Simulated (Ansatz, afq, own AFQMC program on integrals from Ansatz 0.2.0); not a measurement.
Two steps: Ansatz 0.2.0 writes the Fock matrix and Cholesky factors of the valence space, and afq projects on them the lowest state that overlaps trial and start.

```yaml
crystal:
  periodic: [false, false, false]
  atoms:
    - {symbol: Ge, position_ang: [0.000000, -0.031888, -0.001641]}
    - {symbol: H, position_ang: [0.000000, 1.088962, -1.135129]}
    - {symbol: H, position_ang: [0.000000, 1.209133, 1.253386]}
basis:
  gaussian: {orbitals: cc-pVDZ}
magnetization: {spin_polarized: false}
correlation: {method: ccsd_t, electrons: outside_noble_gas, hamiltonian_folder: ham}
```

```sh
$ ansatz run in.yaml --threads 1 --pin off --events-out ev --progress --plain --max-ram 24576MiB --backend cuda --devices 0, --max-vram 18GiB
```

Options of the walk:

```
--method phaseless --trial cisd --walkers 4000 --populations 20 --least-time 60 --time-step 0.005 --steps-per-block 50 --equilibration-blocks 28 --max-blocks 4000 --target-error 0.00015 --factor-cut 1e-05 --seed 8043 --release-times 0.24,0.51,0.99,1.62,2.4 --release-step 0.03 --release-every 3 --taylor-order 6
```

Times are imaginary, in 1/Eh. The walk had a cap of 122 s. With eight or more populations the least sampling time is a fifth of least-time, and the error comes from their spread. Filled inner d shells are frozen with the cores.

Log:

```
orbitals 23  electrons 3 3  factors 170 of 416
reference energy -2076.43670727 Eh
CCSD correlation -0.11146686 Eh in 9 cycles, weight of the determinant in the CISD state 0.9121
energy of the start -2076.548174 Eh
 block  time / (1/Eh)  mean weight  energy / Eh
     1     0.250  1.0001  -2076.547457
     2     0.500  1.0002  -2076.547637
     3     0.750  1.0000  -2076.548100
     4     1.000  1.0000  -2076.548534
     5     1.250  1.0000  -2076.548977
    12     3.000  0.9999  -2076.550353
    19     4.750  1.0001  -2076.550526
    26     6.500  0.9998  -2076.550621
    33     8.250  1.0000  -2076.550809
    37     9.250  1.0000  -2076.550472
    40    10.000  1.0001  -2076.551082
    47    11.750  1.0000  -2076.550661
    50    12.500  1.0001  -2076.551235
    54    13.500  0.9998  -2076.550797
    61    15.250  1.0000  -2076.550670
    68    17.000  1.0002  -2076.550812
    75    18.750  1.0002  -2076.550981
    78    19.500  1.0001  -2076.550951
error from the spread of 20 populations
released: time / (1/Eh)  energy / Eh  error  mean overlap
  0.24  -2076.550865  0.000051  0.9995
  0.51  -2076.550950  0.000046  0.9978
  0.99  -2076.551004  0.000046  0.9951
  1.62  -2076.551008  0.000048  0.9932
  2.40  -2076.550974  0.000035  0.9962
energy -2076.550817 +/- 0.000047 Eh
(rows thinned)
```

The run passed its tests (sampling time, drift between the halves within three errors, error under three times the target), which doesn't prove that it has relaxed.

Against this walk (error 1.3 meV) on the same determinant: CCSD(T) 13.5 meV higher, CCSDT(Q) 3.9 meV lower, CCSDTQ 4.4 meV lower, full CI 4.4 meV lower. The error is statistical and leaves out the bias of the constraint. Released to 2.40 1/Eh the energy lies 4.3 ± 1.6 meV (both errors) below the phaseless value, which shows part or all of the bias of the constraint, and full CI lies 0.2 meV below the released value.

Cautions: constraint bias not in the error; no relativity below Rb; no spin-orbit coupling; inner d shell frozen; restricted determinant unstable towards unrestricted (UHF 17 meV lower, ⟨S²⟩ 0.18).

The walk took 13 s on 1 × NVIDIA H100 80GB HBM3 with 2 threads of AMD EPYC 7R13 Processor (Zen 3), on a shared host (the card was shared). The log's last line is the phaseless energy.

CCSDT and higher add their correlation energy to the determinant of the CCSD(T) run, since their own runs factorise the integrals more tightly (a shift of under 2 meV). A walk keeps the symmetry of its determinant, which the program's search chose and which needn't be the lowest solution, so a lower state of the same spin and another symmetry isn't excluded.
